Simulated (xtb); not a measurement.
dichloromethane (CH2Cl2), SMILES ClCCl. All values are semi-empirical tight-binding results from xtb (GFN2-xTB unless named), good for trends rather than for accurate numbers. Geometry: GFN2-xTB.

The point group as xtb finds it comes out as C2v. The orbital gap is 6.15 eV and the dipole moment is 1.77 D. The zero-point energy is 17.3 kcal/mol. The G − E(el) at 298.15 K (modified RRHO) is 0.8 kcal/mol and the static polarisability (D4 model) is 41.7 bohr³. The solvation energy, GFN2-xTB/ALPB(water) is -2.5 kcal/mol. The solvation energy, GFN2-xTB/ALPB(dmf) comes out as -4.0 kcal/mol.
